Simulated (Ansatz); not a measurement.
**CH₂BO radical (SMILES B[C]=O): single points off equilibrium**

An exercise on one series of results from a longer session: the logs are not shown, and one member is left open.

The runs use Ansatz 0.2.0, Gaussian basis; single points in def2-TZVPP.

Correlated methods freeze the cores. Orbitals are unrestricted.

## Where the work starts

SMILES `B[C]=O`, 5 atoms, charge 0, spin multiplicity 2.

Atoms are counted from 1 here; the program's logs count them from 0.

Bond lengths: B1–C2 1.419 Å, B1–H4 1.241 Å, B1–H5 1.212 Å, C2–O3 1.246 Å. Angles: C2–B1–H4 118.9°, C2–B1–H5 114.3°, H4–B1–H5 126.6°, B1–C2–O3 163.0°.

As a file:

```xyz
5
CH2BO
B    -0.3078    0.4232   -0.2886
C     0.6395   -0.4118    0.3587
O     1.1684   -1.2571    1.1064
H    -0.6250    0.1723   -1.4621
H    -0.6552    1.3831    0.3649
```

Set-up of the first run:

The input, run/in.yaml:

```yaml
crystal:
  periodic: [false, false, false]
  atoms:
    - {symbol: B, position_ang: [-0.307800, 0.423200, -0.288600]}
    - {symbol: C, position_ang: [0.639500, -0.411800, 0.358700]}
    - {symbol: O, position_ang: [1.168400, -1.257100, 1.106400]}
    - {symbol: H, position_ang: [-0.625000, 0.172300, -1.462100]}
    - {symbol: H, position_ang: [-0.655200, 1.383100, 0.364900]}
basis:
  gaussian: {orbitals: def2-TZVPP}
magnetization: {spin_polarized: true, initial_magnetization: 1}
correlation: {method: ccsd_t}
scf: {omitted_lower_state_checks: [cluster_reference]}
output: {forces: true}
```

No record of the launch command was kept for these runs.

Steps of the session up to this table: CCSD(T)/def2-TZVPP; PBE0-D4/def2-TZVPP; wB97M-V/def2-TZVPP; r2SCAN-D4/def2-TZVPP; PBE-D4/def2-TZVPP; HSE06-D4/def2-TZVPP; revPBE-D4/def2-TZVPP.

One of the session's tables, all rows but one given; the rest of the session is left out.

```
   method  RMS force component (eV/Å)  angle to CCSD(T) forces (°)  dipole (D)
  CCSD(T)                       2.978                    reference        0.50
  PBE0-D4                       3.136                          5.0        0.81
  wB97M-V                           ?                            ?           ?
r2SCAN-D4                       2.933                          4.4        0.70
   PBE-D4                       2.623                          3.2        0.61
 HSE06-D4                       3.127                          4.9        0.81
revPBE-D4                       2.590                          2.1        0.57
```

Estimate the missing values for wB97M-V.

The run gave: RMS force component (eV/Å): 3.168; angle to CCSD(T) forces (°): 3.5; dipole (D): 0.78. In the column «RMS force component (eV/Å)» it is the highest.
